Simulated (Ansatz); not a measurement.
Abridged output of a molecular run in Ansatz:

```
Functional definition: HF
1316 factors; integrals over basis functions are off by at most 5.7e-4 eV
mean field evaluation 1: about -22420.3476 eV, gradient 3.7e1 eV
mean field evaluation 2: about -22420.4339 eV, gradient 3.7e1 eV
mean field evaluation 4: about -22423.0038 eV, gradient 2.5e0 eV
mean field evaluation 8: about -22423.0419 eV, gradient 2.5e-1 eV
mean field evaluation 16: about -22423.0425 eV, gradient 1.9e-6 eV
mean field -22423.04250867 eV, -824.0316133096 hartree, gradient 1.9e-6 eV, S^2 0.000000; 0 other end points of the search recorded, 0 dependent functions left out
11 core orbitals not correlated: weight in the atoms' cores, before any rotation towards them, 1.000 or more for the frozen orbitals, at most 0.000 for the correlated occupied ones
reference -22423.04250867 eV, -824.0316133096 hartree; 9, 9 occupied and 193, 193 virtual orbitals, 1316 factors
second order -15.66122911 eV of doubles, -0.00000000 eV of singles
cycle   1  -15.80050867 eV  change   -1.4e-1 eV  update   8.9e-2
cycle   2  -16.16729083 eV  change   -3.7e-1 eV  update   3.0e-2
cycle   3  -16.26307205 eV  change   -9.6e-2 eV  update   1.6e-2
cycle   4  -16.24687394 eV  change    1.6e-2 eV  update   3.8e-3
cycle   5  -16.24462919 eV  change    2.2e-3 eV  update   1.7e-3
cycle   6  -16.24531535 eV  change   -6.9e-4 eV  update   4.9e-4
cycle   7  -16.24503883 eV  change    2.8e-4 eV  update   2.0e-4
cycle   8  -16.24502428 eV  change    1.5e-5 eV  update   5.7e-5
cycle   9  -16.24504775 eV  change   -2.3e-5 eV  update   2.2e-5
cycle  10  -16.24503785 eV  change    9.9e-6 eV  update   7.2e-6
perturbative correction -0.73249155 eV, -0.0269185680 hartree
Total energy: -22440.02003807 eV, -824.6555260072 hartree
```

Its atoms:

Z-matrix (Å, degrees):
```
O
Si 1 1.637
H 1 0.963 2 120.4
Cl 2 2.110 1 101.3 3 -0.0
```

Question: Which basis set was used?
A. cc-pV(T+d)Z
B. cc-pV(Q+d)Z
C. def2-SVP
D. def2-TZVPPD

Answer: B. It gives 213 functions.

Question: Write the keys of the input that set method, charge and spin (a neutral closed shell needs none for the last two).

Answer: 
```yaml
correlation: {method: ccsd_t}
```
